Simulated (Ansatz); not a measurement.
System: cyclobutane, C4H8 (charge 0, singlet). 
Structure (B3LYP-D3(BJ)/def2-TZVP (Ansatz, a program for electronic structure) minimum search):
```xyz
12

C     -0.0021     1.0817     0.1209
C      0.0007    -1.0808     0.1288
C     -1.0806    -0.0019    -0.1307
C      1.0820     0.0010    -0.1189
H      0.0003     1.9568    -0.5289
H     -0.0082     1.4196     1.1583
H      0.0054    -1.9605    -0.5146
H     -0.0045    -1.4112     1.1686
H     -1.9615    -0.0007     0.5111
H     -1.4091    -0.0061    -1.1712
H      1.9558     0.0045     0.5324
H      1.4217    -0.0023    -1.1558
```
Charge 0, spin multiplicity 1.

Quantity: vertical triplet-singlet gap (E(triplet) - E(singlet); each state is the SCF solution reached for its spin; the molecule has degenerate orbitals, so one determinant may break the symmetry; for the triplet the Hartree-Fock reference is unstable and T1 is 0.026), in kJ/mol. Valence correlation only, unless marked. Open shells are spin-unrestricted. No spin-orbit coupling. Non-relativistic. 

```
level                 program  vertical triplet-singlet gap (kJ/mol)
--------------------  -------  -------------------------------------
HF/aug-cc-pVTZ         Ansatz                                  742.5
SVWN5/def2-TZVPD       Ansatz                                  693.7
PBE/def2-TZVPD         Ansatz                                  708.7
r2SCAN/def2-TZVPD      Ansatz                                  739.3
B3LYP/def2-TZVPD       Ansatz                                  746.3
PBE0/def2-TZVPD        Ansatz                                  754.6
BHLYP/def2-TZVPD       Ansatz                                  784.2
CAM-B3LYP/def2-TZVPD   Ansatz                                  778.0
wB97M-V/def2-TZVPD     Ansatz                                  794.8
wB97X-V/def2-TZVPD     Ansatz                                  806.1
B2PLYP/def2-TZVPD      Ansatz                                  766.2
RI-MP2/aug-cc-pVTZ     Ansatz                                  810.4
CCSD/aug-cc-pVDZ       Ansatz                                  769.2
CCSD(T)/aug-cc-pVDZ    Ansatz                                  759.0
```
